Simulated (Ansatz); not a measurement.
A made-up structure of CH3MgSi, doublet:

```
atom    x (Å)    y (Å)    z (Å)
  C1  -0.2599   0.1004  -0.6000
 Mg2   0.7995  -2.0959   0.0733
 Si3   0.2528   0.2944   1.2103
  H4  -0.5930   0.7994  -1.1122
  H5  -0.3779  -0.5964  -1.3886
  H6   0.1785   1.4980   1.8171
```

It is relaxed with PBE-D4/def2-SVP and then PBE0-D4/def2-TZVP (Ansatz 0.2.0). Atoms count as bonded within 1.22 times the sum of their covalent radii (H–H: 0.88 Å). The end point is not checked to be a true minimum.

Q: Does its bonding change? (A judgement: the text doesn't fix the answer.)

A: By the calculation: Yes. Formed: none; broken: C1–Mg2.

Where it ends: The first stage lowers the energy by 2.01 eV in 17 steps. It ends as CH₃MgSi ([CH2][SiH][Mg]):
C1  (-0.481, 0.351, -0.792)
Mg2  (1.296, -2.407, 1.054)
Si3  (0.320, -0.016, 0.689)
H4  (-0.913, 1.322, -1.017)
H5  (-0.593, -0.385, -1.581)
H6  (0.370, 1.134, 1.647)
(Å)

Labels in which every atom is bracketed show which atoms are joined, not bond orders.

For scale, one of the runs: PBE0-D4/def2-TZVP relaxation, 118 basis functions, launched by `ansatz run in.yaml --threads 2 --pin off --events-out ev --progress --plain --max-ram 4352MiB`. Hardware: 2 CPU threads of an Arm Neoverse V1, shared host. Wall time about 31 s.
